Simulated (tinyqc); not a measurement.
UKS/exchange-only LDA in the sto-6g basis, for H2O+, spin multiplicity 2, step by step. One step of it, computed by the program tinyqc.

Problem. Iteration 2: diagonalisation and new density. Diagonalise F' = X^T F X, C = X C', fill 5 alpha and 4 beta electrons from the bottom; D(s) = C_occ C_occ^T. Each column has its largest component positive (the first on a tie).

F(alpha) (hartree), lower triangle:
```
             1O 1s      1O 2s     1O 2px     1O 2py     1O 2pz      2H 1s      3H 1s
1O 1s   -20.135893
1O 2s    -4.926151  -2.893095
1O 2px    0.000000   0.000000  -1.188306
1O 2py    0.000000   0.000000   0.000000  -1.227538
1O 2pz   -0.016443  -0.097140   0.000000   0.000000  -1.196192
2H 1s    -1.023476  -1.014312   0.000000  -0.415931  -0.349818  -0.756281
3H 1s    -1.023476  -1.014312   0.000000   0.415931  -0.349818  -0.368573  -0.756281
```

F(beta) (hartree), lower triangle:
```
             1O 1s      1O 2s     1O 2px     1O 2py     1O 2pz      2H 1s      3H 1s
1O 1s   -20.112781
1O 2s    -4.909811  -2.805164
1O 2px    0.000000   0.000000  -1.030698
1O 2py    0.000000   0.000000   0.000000  -1.172940
1O 2pz   -0.015546  -0.094784   0.000000   0.000000  -1.144857
2H 1s    -1.020362  -0.992038   0.000000  -0.408426  -0.344005  -0.748549
3H 1s    -1.020362  -0.992038   0.000000   0.408426  -0.344005  -0.363164  -0.748549
```

X, lower triangle:
```
            1O 1s      1O 2s    1O 2px     1O 2py     1O 2pz      2H 1s     3H 1s
1O 1s    1.022629
1O 2s   -0.135965   1.203252
1O 2px   0.000000   0.000000  1.000000
1O 2py   0.000000   0.000000  0.000000   1.093353
1O 2pz  -0.008358   0.093556  0.000000   0.000000   1.047990
2H 1s    0.018910  -0.262314  0.000000  -0.204327  -0.134993   1.171421
3H 1s    0.018910  -0.262314  0.000000   0.204327  -0.134993  -0.076671  1.171421
```

Give: F' = X^T F X; orbital energies; coefficients C; F' = X^T F X; orbital energies; coefficients C; D(alpha) after iteration 2; D(beta) after iteration 2.

Solution.

F' = X^T F X (alpha) (hartree), lower triangle:
```
         1       2       3       4       5       6       7
1  -19.810
2   -2.434  -1.967
3    0.000   0.000  -1.188
4    0.000   0.000   0.000  -1.128
5   -0.028  -0.016   0.000   0.000  -1.148
6   -0.163  -0.341   0.000  -0.229  -0.158  -0.358
7   -0.163  -0.341   0.000   0.229  -0.158  -0.075  -0.358
```

orbital energies (alpha) (hartree): MO1 -20.141, MO2 -1.798, MO3 -1.238, MO4 -1.188, MO5 -1.185, MO6 -0.234, MO7 -0.172

coefficients C (alpha):
```
           MO1     MO2     MO3    MO4     MO5     MO6     MO7
1O 1s    0.996  -0.251   0.000  0.000   0.044   0.093   0.000
1O 2s    0.020   1.025   0.000  0.000  -0.206  -0.721   0.000
1O 2px   0.000   0.000   0.000  1.000   0.000   0.000   0.000
1O 2py   0.000   0.000   0.943  0.000   0.000   0.000  -0.625
1O 2pz   0.003   0.161   0.000  0.000   0.962  -0.438   0.000
2H 1s   -0.005  -0.010   0.090  0.000   0.052   0.827   0.901
3H 1s   -0.005  -0.010  -0.090  0.000   0.052   0.827  -0.901
```

F' = X^T F X (beta) (hartree), lower triangle:
```
         1       2       3       4       5       6       7
1  -19.789
2   -2.430  -1.870
3    0.000   0.000  -1.031
4    0.000   0.000   0.000  -1.069
5   -0.027  -0.009   0.000   0.000  -1.094
6   -0.164  -0.339   0.000  -0.231  -0.159  -0.357
7   -0.164  -0.339   0.000   0.231  -0.159  -0.075  -0.357
```

orbital energies (beta) (hartree): MO1 -20.117, MO2 -1.712, MO3 -1.187, MO4 -1.134, MO5 -1.031, MO6 -0.221, MO7 -0.164

coefficients C (beta):
```
           MO1     MO2     MO3     MO4    MO5     MO6     MO7
1O 1s    0.996  -0.248   0.000   0.047  0.000   0.097   0.000
1O 2s    0.019   1.009   0.000  -0.222  0.000  -0.738   0.000
1O 2px   0.000   0.000   0.000   0.000  1.000   0.000   0.000
1O 2py   0.000   0.000   0.930   0.000  0.000   0.000  -0.643
1O 2pz   0.003   0.161   0.000   0.956  0.000  -0.451   0.000
2H 1s   -0.005   0.005   0.107   0.061  0.000   0.826   0.899
3H 1s   -0.005   0.005  -0.107   0.061  0.000   0.826  -0.899
```

D(alpha) after iteration 2, lower triangle:
```
         1O 1s   1O 2s  1O 2px  1O 2py  1O 2pz   2H 1s  3H 1s
1O 1s    1.056
1O 2s   -0.246   1.092
1O 2px   0.000   0.000   1.000
1O 2py   0.000   0.000   0.000   0.889
1O 2pz   0.006  -0.033   0.000   0.000   0.952
2H 1s    0.000  -0.022   0.000   0.085   0.048   0.011
3H 1s    0.000  -0.022   0.000  -0.085   0.048  -0.005  0.011
```

D(beta) after iteration 2, lower triangle:
```
         1O 1s   1O 2s  1O 2px  1O 2py  1O 2pz   2H 1s  3H 1s
1O 1s    1.056
1O 2s   -0.242   1.068
1O 2px   0.000   0.000   0.000
1O 2py   0.000   0.000   0.000   0.866
1O 2pz   0.008  -0.050   0.000   0.000   0.940
2H 1s   -0.003  -0.008   0.000   0.100   0.059   0.015
3H 1s   -0.003  -0.008   0.000  -0.100   0.059  -0.008  0.015
```
